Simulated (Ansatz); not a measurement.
A run of Ansatz (development build ahead of 0.2.0) on quartet AlCl2 at this shape:

```yaml
atoms:
  - { symbol: Cl, position_ang: [0.0000, 0.0000, 0.0000] }
  - { symbol: Al, position_ang: [0.0000, 3.4181, 2.6228] }
  - { symbol: Cl, position_ang: [0.0000, -3.1268, 2.3993] }
```

Its results:

| Quantity | Value |
| --- | --- |
| Converged | yes |
| Total energy | -1162.66481 hartree |
| Spin squared of the determinant | 3.750 |
| Stability test | minimum among restricted orbitals |

(1) Which input gives this output? Name the method, the orbitals and the basis set, and write the input.

Answers

(1) ωB97X (restricted open-shell) in pcseg-2.

```yaml
crystal:
  periodic: [false, false, false]
  atoms:
    - { symbol: Cl, position_ang: [0.0, 0.0, 0.0] }
    - { symbol: Al, position_ang: [0.0, 3.4181, 2.6228] }
    - { symbol: Cl, position_ang: [0.0, -3.1268, 2.3993] }
basis:
  gaussian: { orbitals: pcseg-2 }
magnetization:
  initial_magnetization: 3
hamiltonian:
  xc: { name: wB97X }
```

Caution: charge can spread falsely over distant fragments; other spin multiplicities may lie lower.
